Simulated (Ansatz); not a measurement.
**NH⁻, quartet: reading a ladder of total energies**

Geometry: a point of a stretch scan, not a stationary point.

```xyz
2

N     0.0000    0.0000    0.0000
H     0.0000    0.0000    1.4850
```

Basis 6-31++G** (Cartesian d functions); Ansatz 0.2.0. Correlated methods freeze the noble-gas cores, which leaves 7 electrons in 24 orbitals. R marks a restricted (for open shells ROHF) determinant. This anion state lies near or above the neutral species, so the extra electron is weakly bound or unbound and the energies hang on the diffuse functions.

Full CI is exact within this basis and frozen core; it isn't the basis-set limit.

Runs differ by some tens of microhartree through their thresholds and, for an open shell, their frozen cores, so steps under 0.03 kcal/mol mean nothing.

| level | total energy (hartree) |
| --- | --- |
| RHF | -54.857540 |
| RMP2 | -54.987545 |
| RCCSD | -55.010023 |
| RCCSD(T) | -55.013471 |
| RCCSDT | -55.014200 |
| RCCSDT(Q) | -55.014483 |
| full CI | -55.014497 |

Problem. What is the correlation energy at full CI, and what share of it do RMP2 and RCCSD recover?

Solution. E(corr) = -55.014497 − (-54.857540) = -0.156957 hartree = -4.271 eV. RMP2: -0.130005 / -0.156957 = 82.83 %. RCCSD: -0.152483 / -0.156957 = 97.15 %.

Problem. By how many kcal/mol does RCCSD(T) miss full CI (1 hartree = 627.509 kcal/mol), and which steps make up the rest?

Solution. -55.013471 − (-55.014497) = 0.001026 hartree = 0.64 kcal/mol. Steps: RCCSDT − RCCSD(T) = -0.46, RCCSDT(Q) − RCCSDT = -0.18, full CI − RCCSDT(Q) = -0.01 kcal/mol. That is within 1 kcal/mol of the reference in this basis, which itself misses far more of the correlation at the basis-set limit.
